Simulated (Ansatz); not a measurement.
Basis-set extrapolation for C2H3Al (`C#[C][AlH2]`) (PBE0-D4/def2-TZVP geometry, frozen core, Ansatz 0.2.0). Multiplicity 1, RHF reference.

```json
{"": "HF", "cc-pV(T+d)Z": "-319.375105", "cc-pV(Q+d)Z": "-319.382571"}
{"": "MP2 correlation", "cc-pV(T+d)Z": "-0.379860", "cc-pV(Q+d)Z": "-0.404260"}
{"": "CCSD(T) correlation", "cc-pV(T+d)Z": "-0.423153", "cc-pV(Q+d)Z": "not run"}
```

Energies in hartree. Use E(X) = E(∞) + A·exp(−5.46·√X) for Hartree–Fock and E(X) = E(∞) + B·X^(−3.05) for correlation, with X = 3 and 4, and add CCSD(T) minus MP2 of the smaller set to the MP2 limit.

Task: What is the CCSD(T) energy at the basis-set limit?

Result: HF limit: -319.382571 + (-0.007466) × 0.30130 = -319.38482. MP2 limit: -0.404260 + (-0.024400) × 0.71189 = -0.42163. Higher-order term: -0.423153 − (-0.379860) = -0.04329. Total: -319.84974 hartree, 1.40 eV below CCSD(T)/cc-pV(T+d)Z.
